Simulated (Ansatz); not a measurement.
# Zirconium, hcp under r²SCAN: convergence with the Fermi-Dirac smearing

A convergence test of the Fermi-Dirac smearing width. The geometry was relaxed under r²SCAN beforehand and stays fixed; 6 values are run, from 0.01 to 1.0 eV. Wanted are the values from which on the energy stays within 10 and 1 meV/atom, and the pressure within 0.5 GPa, of the narrowest run. Within the series other settings stay, but some runs also write fields, which adds to their time. Spin polarisation is left out.

Program: Ansatz 0.2.0. Level of theory: DFT r²SCAN, plane waves with PAW, scalar-relativistic. These are calculated values, not measurements.

## 1. The structure to begin with

The structure is hexagonal, space group P6_3/mmc (No. 194). Conventional cell: a = 3.245 Å, b = 3.245 Å, c = 5.157 Å, α = 90.00°, β = 90.00°, γ = 120.00°. Around Zr (site symmetry -6m2) lie 12 Zr at 3.19 to 3.24 Å.

As a file:

```xyz
2
Lattice="3.2446 0.0000 0.0000 -1.6223 2.8099 0.0000 0.0000 0.0000 5.1574" Properties=species:S:1:pos:R:3 pbc="T T T"
Zr    0.0000    1.8733    1.2893
Zr    1.6223    0.9366    3.8680
```

## 2. With a width of 0.01 eV

The run at 0.01 eV.

input.yaml

```yaml
crystal:
  lattice:
    - [3.24458322, 0.0, 0.0]
    - [-1.62229161, 2.8098914932, 0.0]
    - [0.0, 0.0, 5.1573641137]
  atoms:
    - { symbol: Zr, position: [0.3333333333, 0.6666666667, 0.25] }
    - { symbol: Zr, position: [0.6666666667, 0.3333333333, 0.75] }
hamiltonian:
  xc: r2scan
  pseudopotentials:
    kind: paw
    azcp:
      Zr: "pseudopotentials/Zr.paw.azcp"
basis:
  ecutwfc: 500
  fft_grid_basis: typed
kpoints:
  mp_grid: { grid: [11, 11, 6], shift: [0, 0, 0] }
magnetization:
  spin_polarized: false
scf:
  occupations: { method: fermi_dirac, width: 0.01 }
  lower_state_search: "off"
output:
  stress: true
```

On the command line:

```
> ansatz run input.yaml --threads 2 --pin off --max-ram 5120MiB --backend cpu --events-out ev --progress --plain --runs-dir out
```

## 3. With a width of 0.03 eV

The run at 0.03 eV.

input.yaml: that of step 2 with these lines changed.

```diff
@@ -22,3 +22,3 @@
 scf:
-  occupations: { method: fermi_dirac, width: 0.01 }
+  occupations: { method: fermi_dirac, width: 0.03 }
   lower_state_search: "off"
```

## 4. With a width of 0.2 eV

The run at 0.2 eV.

input.yaml: that of step 3 with these lines changed.

```diff
@@ -22,3 +22,3 @@
 scf:
-  occupations: { method: fermi_dirac, width: 0.03 }
+  occupations: { method: fermi_dirac, width: 0.2 }
   lower_state_search: "off"
@@ -26 +26,5 @@
   stress: true
+  write_density: true
+  write_potential: true
+  elf: true
+  volumetric_format: npy
```

## 5. With a width of 0.3 eV

The run at 0.3 eV.

input.yaml: that of step 4 with these lines changed.

```diff
@@ -22,3 +22,3 @@
 scf:
-  occupations: { method: fermi_dirac, width: 0.2 }
+  occupations: { method: fermi_dirac, width: 0.3 }
   lower_state_search: "off"
@@ -26,5 +26 @@
   stress: true
-  write_density: true
-  write_potential: true
-  elf: true
-  volumetric_format: npy
```

## 6. With a width of 0.6 eV

The run at 0.6 eV.

input.yaml: that of step 5 with these lines changed.

```diff
@@ -22,3 +22,3 @@
 scf:
-  occupations: { method: fermi_dirac, width: 0.3 }
+  occupations: { method: fermi_dirac, width: 0.6 }
   lower_state_search: "off"
```

## 7. With a width of 1.0 eV

The run at 1.0 eV.

input.yaml: that of step 6 with these lines changed.

```diff
@@ -22,3 +22,3 @@
 scf:
-  occupations: { method: fermi_dirac, width: 0.6 }
+  occupations: { method: fermi_dirac, width: 1.0 }
   lower_state_search: "off"
```

(Steps that only read results are left out.)

**Question.** What will these runs give?

The runs gave:

```
                                           quantity                       value
       E(σ → 0) stays within 10 meV/atom of 0.01 eV                up to 0.2 eV
                   E(σ → 0) stays within 1 meV/atom               up to 0.03 eV
                      pressure stays within 0.5 GPa               up to 0.03 eV
                                pressure at 0.01 eV                   -0.21 GPa
energy of a separate run on a finer mesh (18×18×10)  +0.4 meV/atom from 0.01 eV
```

**Reading.** At 1.0 eV the energy differs by -96.8 meV/atom and the pressure by +10.7 GPa. The free energy F moves by -1962.4 meV/atom over the range, and the estimate for σ → 0 by -96.8. In theory F falls as the square of the width under this scheme, but here the ratio is not steady: the mesh at narrow widths, or a density of states that varies over the wide ones, can both cause that. The mesh (11×11×6) is fixed, so the narrowest widths carry a k-point error of their own. A run on a finer mesh agrees with the yardstick to 1 meV/atom.
